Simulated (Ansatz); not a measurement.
**Si₃H (quartet): one geometry, many settings at a displaced geometry (v2)**

What do other methods and options give for Si₃H (quartet) at this geometry, and how long do they take?

Program: Ansatz 0.2.0, Gaussian basis. Level of theory: the settings change from run to run. These are calculated values, not measurements.

33 further runs of the same task are left out: 23 that didn't finish, 10 set aside as unsound or not needed.

### 1 What is computed

The geometry is a PBE0/def2-TZVP stationary point (not a proven minimum) with its atoms shifted at random (size 0.100 Å).

4 atoms, charge 0, spin multiplicity 4.

Atoms are counted from 1 here; the program's logs count them from 0.

Bond lengths: Si1–Si2 2.273 Å, Si2–Si3 2.285 Å, Si2–H4 1.471 Å. Angles: Si1–Si2–Si3 164.1°, Si1–Si2–H4 81.5°, Si3–Si2–H4 83.2°.

### 2 MRCISD+Q(3,4)/6-31G

in.yaml reads:

```yaml
crystal:
  periodic: [false, false, false]
  atoms:
    - {symbol: Si, position_ang: [0.083439, 0.094153, 2.253319]}
    - {symbol: Si, position_ang: [-0.081435, -0.209225, 0.006395]}
    - {symbol: Si, position_ang: [-0.004814, 0.070103, -2.260303]}
    - {symbol: H, position_ang: [0.078294, 1.252994, 0.016429]}
basis:
  gaussian: {orbitals: 6-31G}
magnetization: {spin_polarized: false, initial_magnetization: 3}
correlation: {method: fic_mrcisd_q, electrons: valence, active_space: {window: {electrons: 3, orbitals: 4}}}
```

On the command line:

```bash
ansatz run in.yaml --threads 1 --pin off --events-out ev --progress --plain --max-ram 2393MiB
```

Standard output (excerpt; [...] marks lines left out):

```text
Functional definition: HF
  name "HF"
  cite "Fock, Z. Phys. 61, 126 (1930) doi:10.1007/BF01340294"
  parent pbe
[...]
452 factors; integrals over basis functions are off by at most 1.9e-4 eV
[...]
mean field -23594.28085907 eV, -867.0738287930 hartree, gradient 1.8e-6 eV, S^2 3.750000; 18 other end points of the search recorded, 0 dependent functions left out
reference -23594.28085907 eV, -867.0738287930 hartree; 23, 20 occupied and 18, 21 virtual orbitals, 452 factors
state -23594.28085907 eV, -867.0738287930 hartree
contracted CI cycle   1: correlation 0.00000000 eV, 0.0000000000 hartree, residual 1.07e1 eV
contracted CI cycle   2: correlation -3.28985888 eV, -0.1209000839 hartree, residual 2.02e0 eV
contracted CI cycle   3: correlation -3.44528164 eV, -0.1266117651 hartree, residual 6.81e-1 eV
contracted CI cycle   4: correlation -3.46239794 eV, -0.1272407775 hartree, residual 2.28e-1 eV
contracted CI cycle   5: correlation -3.46461618 eV, -0.1273222961 hartree, residual 8.62e-2 eV
contracted CI cycle   6: correlation -3.46493485 eV, -0.1273340073 hartree, residual 3.59e-2 eV
contracted CI cycle   7: correlation -3.46499632 eV, -0.1273362661 hartree, residual 1.52e-2 eV
contracted CI cycle   8: correlation -3.46500657 eV, -0.1273366428 hartree, residual 6.59e-3 eV
contracted CI cycle   9: correlation -3.46500874 eV, -0.1273367224 hartree, residual 3.41e-3 eV
contracted CI cycle  10: correlation -3.46500942 eV, -0.1273367475 hartree, residual 1.98e-3 eV
contracted CI cycle  11: correlation -3.46500963 eV, -0.1273367553 hartree, residual 1.04e-3 eV
state -23594.28085907 eV, -867.0738287930 hartree; corrected -23598.21080004 eV, -867.2182514596 hartree
state -23593.80698938 eV, -867.0564144030 hartree
contracted CI cycle   1: correlation 0.00000000 eV, 0.0000000000 hartree, residual 1.11e1 eV
contracted CI cycle   2: correlation -3.54553941 eV, -0.1302961700 hartree, residual 2.42e0 eV
contracted CI cycle   3: correlation -3.78089482 eV, -0.1389453220 hartree, residual 8.73e-1 eV
contracted CI cycle   4: correlation -3.81113808 eV, -0.1400567410 hartree, residual 3.39e-1 eV
contracted CI cycle   5: correlation -3.81638365 eV, -0.1402495124 hartree, residual 1.47e-1 eV
contracted CI cycle   6: correlation -3.81730769 eV, -0.1402834700 hartree, residual 6.14e-2 eV
contracted CI cycle   7: correlation -3.81746696 eV, -0.1402893233 hartree, residual 2.30e-2 eV
contracted CI cycle   8: correlation -3.81748795 eV, -0.1402900947 hartree, residual 8.11e-3 eV
contracted CI cycle   9: correlation -3.81749094 eV, -0.1402902046 hartree, residual 3.31e-3 eV
contracted CI cycle  10: correlation -3.81749142 eV, -0.1402902222 hartree, residual 1.26e-3 eV
contracted CI cycle  11: correlation -3.81749149 eV, -0.1402902246 hartree, residual 4.56e-4 eV
state -23593.80698938 eV, -867.0564144030 hartree; corrected -23598.26233501 eV, -867.2201453351 hartree
state -23593.80698938 eV, -867.0564144030 hartree; corrected -23598.26233501 eV, -867.2201453351 hartree
WARN: 1 active orbitals are nearly empty or full. The corrections depend on them more than the energy does, and are more stable in an active space without them
WARN: the results are in doubt because another end's mean lies 0.474 eV lower, and its corrected mean 0.052 eV higher
Total energy: -23598.26233501 eV, -867.2201453351 hartree
In doubt: another end's mean lies 0.474 eV lower, and its corrected mean 0.052 eV higher
```

Run time: 17 s. Hardware: 1 thread of AMD EPYC, shared host.

From the report: 4 determinants; active occupations 1.00, 1.00, 1.00, 0.00. The program marks this result as in doubt; its last lines say why.

### 3 CASSCF(9,7)/6-31G

Edit in.yaml of step 2 so:

```diff
@@ -10,2 +10,3 @@
 magnetization: {spin_polarized: false, initial_magnetization: 3}
-correlation: {method: fic_mrcisd_q, electrons: valence, active_space: {window: {electrons: 3, orbitals: 4}}}
+correlation: {active_space: {window: {electrons: 9, orbitals: 7}, states: [{multiplicity: 4, weights: [1, 1, 1, 1]}], root: 3}}
+output: {forces: true}
```

Same command.

Standard output (excerpt; [...] marks lines left out):

```text
Functional definition: HF
  name "HF"
  cite "Fock, Z. Phys. 61, 126 (1930) doi:10.1007/BF01340294"
  parent pbe
[...]
835 factors; integrals over basis functions are off by at most 6.9e-8 eV
[...]
mean field -23594.28107698 eV, -867.0738368010 hartree, gradient 1.8e-6 eV, S^2 3.750000; 18 other end points of the search recorded, 0 dependent functions left out
reference -23594.28107698 eV, -867.0738368010 hartree; 23, 20 occupied and 18, 21 virtual orbitals, 835 factors
state -23594.52939684 eV, -867.0829623874 hartree
state -23594.02474603 eV, -867.0644168122 hartree
state -23593.89586571 eV, -867.0596805479 hartree
state -23593.82029641 eV, -867.0569034275 hartree
[...]
Total energy: -23593.82029641 eV, -867.0569034275 hartree
Atom 0 at     0.083439     0.094153     2.253319 Å, force     0.013526    -0.300060     0.727921 eV/Å
Atom 1 at    -0.081435    -0.209225     0.006395 Å, force    -0.072779    -0.800540    -1.457161 eV/Å
Atom 2 at    -0.004814     0.070103    -2.260303 Å, force    -0.057462    -0.389736     0.898634 eV/Å
Atom 3 at     0.078294     1.252994     0.016429 Å, force     0.116715     1.490335    -0.169394 eV/Å
Dipole moment:     0.022339    -0.033895     0.348466 e Å
```

Wall time 29 s (1 thread of AMD EPYC, shared host).

From the report: 245 determinants; active occupations (of the averaged states) 1.99, 1.95, 1.53, 1.41, 0.96, 0.60, 0.57.

### 4 CASSCF(5,9)/6-31G

Edit in.yaml of step 3 so:

```diff
@@ -10,3 +10,3 @@
 magnetization: {spin_polarized: false, initial_magnetization: 3}
-correlation: {active_space: {window: {electrons: 9, orbitals: 7}, states: [{multiplicity: 4, weights: [1, 1, 1, 1]}], root: 3}}
+correlation: {active_space: {window: {electrons: 5, orbitals: 9}, states: [{multiplicity: 4, weights: [1, 1, 1, 0.5]}, {multiplicity: 6, weights: [1]}]}}
 output: {forces: true}
```

Same command.

Standard output (excerpt; [...] marks lines left out):

```text
Functional definition: HF
  name "HF"
  cite "Fock, Z. Phys. 61, 126 (1930) doi:10.1007/BF01340294"
  parent pbe
[...]
835 factors; integrals over basis functions are off by at most 6.9e-8 eV
[...]
mean field -23594.28107698 eV, -867.0738368010 hartree, gradient 1.8e-6 eV, S^2 3.750000; 18 other end points of the search recorded, 0 dependent functions left out
reference -23594.28107698 eV, -867.0738368010 hartree; 23, 20 occupied and 18, 21 virtual orbitals, 835 factors
state -23595.14352268 eV, -867.1055310959 hartree
state -23594.64729485 eV, -867.0872950592 hartree
state -23594.49140160 eV, -867.0815660880 hartree
state -23594.25583848 eV, -867.0729093030 hartree
state -23593.40919900 eV, -867.0417958761 hartree
[...]
Total energy: -23594.40429719 eV, -867.0783650602 hartree
Atom 0 at     0.083439     0.094153     2.253319 Å, force     0.062512    -0.437943     1.906934 eV/Å
Atom 1 at    -0.081435    -0.209225     0.006395 Å, force    -0.093607    -0.301733    -0.153132 eV/Å
Atom 2 at    -0.004814     0.070103    -2.260303 Å, force    -0.023463    -0.556439    -1.924251 eV/Å
Atom 3 at     0.078294     1.252994     0.016429 Å, force     0.054558     1.296116     0.170449 eV/Å
Dipole moment:    -0.004417    -0.055541    -0.028988 e Å
```

It took 50 s on 1 thread of AMD EPYC, shared host.

From the report: 1,134 determinants; active occupations (of the averaged states) 1.51, 1.17, 0.88, 0.74, 0.57, 0.10, 0.03, 0.00, 0.00.

### 5 CCSDT(Q)/B on ROHF/STO-3G

in.yaml reads:

```yaml
crystal:
  periodic: [false, false, false]
  atoms:
    - {symbol: Si, position_ang: [0.083439, 0.094153, 2.253319]}
    - {symbol: Si, position_ang: [-0.081435, -0.209225, 0.006395]}
    - {symbol: Si, position_ang: [-0.004814, 0.070103, -2.260303]}
    - {symbol: H, position_ang: [0.078294, 1.252994, 0.016429]}
basis:
  gaussian: {orbitals: STO-3G, fitting: {mean_field: def2-universal-jkfit}}
magnetization: {spin_polarized: false, initial_magnetization: 3}
correlation: {method: ccsdt_q_b, electrons: outside_noble_gas}
```

The command is unchanged.

Standard output (excerpt; [...] marks lines left out):

```text
Functional definition: HF
  name "HF"
  cite "Fock, Z. Phys. 61, 126 (1930) doi:10.1007/BF01340294"
  parent pbe
[...]
402 factors; integrals over basis functions are off by at most 7.5e-3 eV
[...]
mean field -23323.19089036 eV, -857.1114561941 hartree, gradient 1.6e-6 eV, S^2 3.750000; 25 other end points of the search recorded, 0 dependent functions left out
[...]
determinant -23323.19089036 eV, -857.1114561941 hartree, with singles and doubles -23326.08766392 eV, -857.2179106590 hartree
determinant -23323.18959763 eV, -857.1114086873 hartree, with singles and doubles -23326.02479482 eV, -857.2156002623 hartree
determinant -23323.18856984 eV, -857.1113709166 hartree, with singles and doubles -23326.02024729 eV, -857.2154331434 hartree
determinant -23323.18431449 eV, -857.1112145353 hartree, with singles and doubles -23326.06437220 eV, -857.2170547039 hartree
[...]
determinant -23323.17919357 eV, -857.1110263450 hartree, with singles and doubles -23326.10686748 eV, -857.2186163770 hartree
determinant -23323.17803110 eV, -857.1109836250 hartree, with singles and doubles -23325.95922234 eV, -857.2131905178 hartree
determinant -23322.04415189 eV, -857.0693143326 hartree, with singles and doubles -23325.98628232 eV, -857.2141849539 hartree
[...]
15 core orbitals not correlated: weight in the atoms' cores, before any rotation towards them, 0.999 or more for the frozen orbitals, at most 0.000 for the correlated occupied ones
reference -23322.04415189 eV, -857.0693143326 hartree; 8, 5 occupied and 5, 8 virtual orbitals, 402 factors
second order -2.99981404 eV of doubles, -0.06749828 eV of singles
cycle   1  -2.67857067 eV  change   -9.0e-1 eV  update   1.1e-1
[...]
cycle  45  -4.29134744 eV  change   -5.1e-7 eV  update   3.3e-7
perturbative correction -0.05595185 eV, -0.0020561925 hartree
WARN: these amplitudes may be one of several solutions (largest doubles amplitude 0.35, level shift 9.92 eV)
Total energy: -23326.39145118 eV, -857.2290746347 hartree
```

It took 64 s on 1 thread of AMD EPYC, shared host.

From the report: correlation -4.3473 eV; T1 0.057; largest double amplitude 0.35. The report flags that the cluster equations may have other roots.

### 6 HF/cc-pVDZ

in.yaml reads:

```yaml
crystal:
  periodic: [false, false, false]
  atoms:
    - {symbol: Si, position_ang: [0.083439, 0.094153, 2.253319]}
    - {symbol: Si, position_ang: [-0.081435, -0.209225, 0.006395]}
    - {symbol: Si, position_ang: [-0.004814, 0.070103, -2.260303]}
    - {symbol: H, position_ang: [0.078294, 1.252994, 0.016429]}
basis:
  gaussian: {orbitals: cc-pVDZ, point_charges: [{charge: -0.50, position_ang: [2.765, 0.692, 0.736]}]}
magnetization: {spin_polarized: true, initial_magnetization: 3}
hamiltonian: {xc: hf}
output: {forces: true, orbitals: {seedname: orbitals}}
```

Launched as before.

Standard output (excerpt; [...] marks lines left out):

```text
Functional definition: HF
  name "HF"
  cite "Fock, Z. Phys. 61, 126 (1930) doi:10.1007/BF01340294"
  parent pbe
[...]
597 factors; integrals over basis functions are off by at most 1.3e-3 eV
[...]
mean field -23597.94760846 eV, -867.2085793474 hartree, gradient 2.4e-5 eV, S^2 3.829443; 7 other end points of the search recorded, 0 dependent functions left out
[...]
reference -23597.94760846 eV, -867.2085793474 hartree; 23, 20 occupied and 36, 39 virtual orbitals, 597 factors
Total energy: -23597.94760846 eV, -867.2085793474 hartree
Atom 0 at     0.083439     0.094153     2.253319 Å, force     0.083836     0.033092     0.469076 eV/Å
Atom 1 at    -0.081435    -0.209225     0.006395 Å, force     0.265675    -0.500144    -0.545728 eV/Å
Atom 2 at    -0.004814     0.070103    -2.260303 Å, force    -0.136330    -0.589707    -0.941908 eV/Å
Atom 3 at     0.078294     1.252994     0.016429 Å, force     0.119567     1.156050     0.985823 eV/Å
Dipole moment:     0.229860    -0.083421     0.762863 e Å
```

Run time: 20 s. Hardware: 1 thread of AMD EPYC, shared host.

From the report: ⟨S²⟩ of the determinant 3.829 (pure quartet: 3.75).

### 7 MP2 on ROHF/cc-pVDZ

in.yaml reads:

```yaml
crystal:
  periodic: [false, false, false]
  atoms:
    - {symbol: Si, position_ang: [0.083439, 0.094153, 2.253319]}
    - {symbol: Si, position_ang: [-0.081435, -0.209225, 0.006395]}
    - {symbol: Si, position_ang: [-0.004814, 0.070103, -2.260303]}
    - {symbol: H, position_ang: [0.078294, 1.252994, 0.016429]}
basis:
  gaussian: {orbitals: cc-pVDZ}
magnetization: {spin_polarized: false, initial_magnetization: 3}
hamiltonian: {pseudopotentials: {relativity: scalar}}
correlation: {method: mp2, electrons: valence}
output: {forces: true}
```

Launched as before.

Standard output (excerpt; [...] marks lines left out):

```text
Functional definition: HF
  name "HF"
  cite "Fock, Z. Phys. 61, 126 (1930) doi:10.1007/BF01340294"
  parent pbe
[...]
597 factors; integrals over basis functions are off by at most 1.3e-3 eV
[...]
mean field -23641.68407119 eV, -868.8158647073 hartree, gradient 2.4e-6 eV, S^2 3.750000; 16 other end points of the search recorded, 0 dependent functions left out
[...]
15 core orbitals not correlated: weight in the atoms' cores, before any rotation towards them, 1.000 or more for the frozen orbitals, at most 0.000 for the correlated occupied ones
reference -23641.68407119 eV, -868.8158647073 hartree; 8, 5 occupied and 36, 39 virtual orbitals, 597 factors
second order -5.94270944 eV of doubles, -0.12720657 eV of singles
[...]
Total energy: -23647.75398720 eV, -869.0389300062 hartree
Relativity: scalar
Atom 0 at     0.083439     0.094153     2.253319 Å, force     0.018146     0.231012     0.315565 eV/Å
Atom 1 at    -0.081435    -0.209225     0.006395 Å, force    -0.147052    -1.352154    -0.387597 eV/Å
Atom 2 at    -0.004814     0.070103    -2.260303 Å, force    -0.036835    -0.245447    -0.750761 eV/Å
Atom 3 at     0.078294     1.252994     0.016429 Å, force     0.165741     1.366589     0.822793 eV/Å
Dipole moment:    -0.015008    -0.078955     0.449109 e Å
```

Run time: 69 s. Hardware: 1 thread of AMD EPYC, shared host.

### 8 HF/cc-pVDZ

in.yaml reads:

```yaml
crystal:
  periodic: [false, false, false]
  atoms:
    - {symbol: Si, position_ang: [0.083439, 0.094153, 2.253319]}
    - {symbol: Si, position_ang: [-0.081435, -0.209225, 0.006395]}
    - {symbol: Si, position_ang: [-0.004814, 0.070103, -2.260303]}
    - {symbol: H, position_ang: [0.078294, 1.252994, 0.016429]}
basis:
  gaussian: {orbitals: cc-pVDZ, point_charges: [{charge: 0.50, position_ang: [2.904, 0.781, -0.666]}]}
magnetization: {spin_polarized: true, initial_magnetization: 3}
hamiltonian: {xc: hf}
output: {forces: true, orbitals: {seedname: orbitals}}
```

Same command.

Standard output (excerpt; [...] marks lines left out):

```text
Functional definition: HF
  name "HF"
  cite "Fock, Z. Phys. 61, 126 (1930) doi:10.1007/BF01340294"
  parent pbe
[...]
597 factors; integrals over basis functions are off by at most 1.3e-3 eV
[...]
mean field -23597.66636812 eV, -867.1982439555 hartree, gradient 8.9e-6 eV, S^2 3.839876; 12 other end points of the search recorded, 0 dependent functions left out
[...]
reference -23597.66636812 eV, -867.1982439555 hartree; 23, 20 occupied and 36, 39 virtual orbitals, 597 factors
Total energy: -23597.66636812 eV, -867.1982439555 hartree
Atom 0 at     0.083439     0.094153     2.253319 Å, force     0.017385     0.044550     0.813734 eV/Å
Atom 1 at    -0.081435    -0.209225     0.006395 Å, force    -0.203908    -0.810073    -0.747382 eV/Å
Atom 2 at    -0.004814     0.070103    -2.260303 Å, force     0.076413    -0.555454    -0.983340 eV/Å
Atom 3 at     0.078294     1.252994     0.016429 Å, force     0.171394     1.306551     1.021919 eV/Å
Dipole moment:    -0.270186    -0.195959     0.643189 e Å
```

Run time: 36 s. Hardware: 1 thread of AMD EPYC, shared host.

From the report: ⟨S²⟩ of the determinant 3.840 (pure quartet: 3.75).

### 9 CCSD(T) on UHF/6-31G*

in.yaml reads:

```yaml
crystal:
  periodic: [false, false, false]
  atoms:
    - {symbol: Si, position_ang: [0.083439, 0.094153, 2.253319]}
    - {symbol: Si, position_ang: [-0.081435, -0.209225, 0.006395]}
    - {symbol: Si, position_ang: [-0.004814, 0.070103, -2.260303]}
    - {symbol: H, position_ang: [0.078294, 1.252994, 0.016429]}
basis:
  gaussian: {orbitals: "6-31G*", fitting: {mean_field: def2-universal-jkfit}}
magnetization: {spin_polarized: true, initial_magnetization: 3}
correlation: {method: ccsd_t, electrons: outside_noble_gas}
scf: {omitted_lower_state_checks: [cluster_reference]}
```

Same command.

Standard output (excerpt; [...] marks lines left out):

```text
Functional definition: HF
  name "HF"
  cite "Fock, Z. Phys. 61, 126 (1930) doi:10.1007/BF01340294"
  parent pbe
[...]
402 factors; integrals over basis functions are off by at most 7.8e-2 eV
[...]
mean field -23596.04701508 eV, -867.1387338290 hartree, gradient 6.7e-6 eV, S^2 3.820728; 27 other end points of the search recorded, 0 dependent functions left out
15 core orbitals not correlated: weight in the atoms' cores, before any rotation towards them, 1.000 or more for the frozen orbitals, at most 0.000 for the correlated occupied ones
reference -23596.04701508 eV, -867.1387338290 hartree; 8, 5 occupied and 36, 39 virtual orbitals, 402 factors
second order -5.09572832 eV of doubles, -0.00000000 eV of singles
cycle   1  -5.91079044 eV  change   -8.2e-1 eV  update   1.2e-1
[...]
cycle  22  -6.48128063 eV  change    2.2e-6 eV  update   1.5e-5
perturbative correction -0.38489956 eV, -0.0141447979 hartree
Total energy: -23602.91319527 eV, -867.3910612969 hartree
Checks for a lower state left out: cluster_reference
```

Wall time 33 s (1 thread of AMD EPYC, shared host).

From the report: ⟨S²⟩ of the determinant 3.821 (pure quartet: 3.75); correlation -6.8662 eV; T1 0.067; largest double amplitude 0.12.

### 10 The runs in one table

 † marks a result that the program doubts.

```
                                           level         correlated  functions  energy (eV)  time
                           MRCISD+Q(3,4)/6-31G †            valence         41  -23598.2623  17 s
CASSCF(9,7)/6-31G (excited root 3 of an average)                            41  -23593.8203  29 s
      CASSCF(5,9)/6-31G (mean of several states)                            41  -23594.4043  50 s
                     CCSDT(Q)/B on ROHF/STO-3G †  outside noble gas         28  -23326.3915  64 s
              HF/cc-pVDZ (beside a point charge)                            59  -23597.9476  20 s
            MP2 on ROHF/cc-pVDZ (relativity set)            valence         59  -23647.7540  69 s
              HF/cc-pVDZ (beside a point charge)                            59  -23597.6664  36 s
                           CCSD(T) on UHF/6-31G*  outside noble gas         59  -23602.9132  33 s
```

### 11 What came out

| quantity | value |
| --- | --- |
| runs | 8 |
| quickest | MRCISD+Q(3,4)/6-31G †, 17 s |
| slowest | MP2 on ROHF/cc-pVDZ (relativity set), 69 s |

What this shows: Total energies in different bases, with other cores or another treatment of relativity can't be set against each other. MP2 on ROHF/cc-pVDZ (relativity set) took 4 times as long as MRCISD+Q(3,4)/6-31G †; the jobs differ in more than the method.
